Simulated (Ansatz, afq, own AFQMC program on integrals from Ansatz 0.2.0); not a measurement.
## GaLi, triplet in aug-cc-pVDZ, levels against CCSDT(Q)

```xyz
2

Ga    0.0000    0.0000    0.0000
Li    0.0000    0.0000    2.8088
```

Basis aug-cc-pVDZ. Noble-gas cores (and the filled d shells of Ga–Kr and In–Xe) are frozen. AFQMC by an in-house program on the Cholesky factors that Ansatz 0.2.0 writes for its CCSD(T) run. The CISD trial takes its coefficients from CCSD amplitudes. Released means that phaseless walkers are propagated on without the constraint, phases kept. Error bars are statistical, one sigma. No spin–orbit coupling.

Determinant: ROHF, the one that the program's search chose, which needn't be the lowest solution. The geometry is a PBE0/def2-TZVPD stationary point of this or a neighbouring charge and spin state.

No full CI on the walks' own integrals is used here; CCSDT(Q) serves as the reference and is uncertain by about the last step of the cluster series.

Cautions: no relativity below Rb; no spin-orbit coupling; inner d shell frozen; another spin lies lower (by 247 meV); the ph-AFQMC/HF walk drifts between its halves (2.6 errors); the ph-AFQMC/CISD walk drifts between its halves (2.8 errors).

* T1 diagnostic: 0.0235
* weight of the determinant in the CISD state: 0.925
* size of the correlated space: 4 electrons in 44 orbitals

Reference: CCSDT(Q), correlation energy -1.653 eV. The released energy is read at 2.40 1/Eh (meV from the phaseless value at times in 1/Eh: -1 ± 5 at 0.24, -2 ± 5 at 0.51, -3 ± 5 at 0.99, -5 ± 6 at 1.62, -3 ± 6 at 2.40).

```json
{"level": "HF", "E − E(reference) (kJ/mol)": "159.4", "share of correlation (%)": "0.00"}
{"level": "MP2", "E − E(reference) (kJ/mol)": "46.8", "share of correlation (%)": "70.64"}
{"level": "CCSD", "E − E(reference) (kJ/mol)": "6.3", "share of correlation (%)": "96.03"}
{"level": "CCSD(T)", "E − E(reference) (kJ/mol)": "1.8", "share of correlation (%)": "98.85"}
{"level": "CCSDT", "E − E(reference) (kJ/mol)": "0.1", "share of correlation (%)": "99.91"}
{"level": "ph-AFQMC/HF", "E − E(reference) (kJ/mol)": "12.7 ± 2.4", "share of correlation (%)": "92.01"}
{"level": "ph-AFQMC/CISD", "E − E(reference) (kJ/mol)": "0.6 ± 0.4", "share of correlation (%)": "99.60"}
{"level": "released AFQMC", "E − E(reference) (kJ/mol)": "0.3 ± 0.6", "share of correlation (%)": "99.79"}
```

A walk keeps the symmetry of its determinant, which the program's search chose and which needn't be the lowest solution, so a lower state of the same spin and another symmetry isn't excluded. Released energies are given only where the last usable release times agree within the noise; a slower fall can still hide under it.
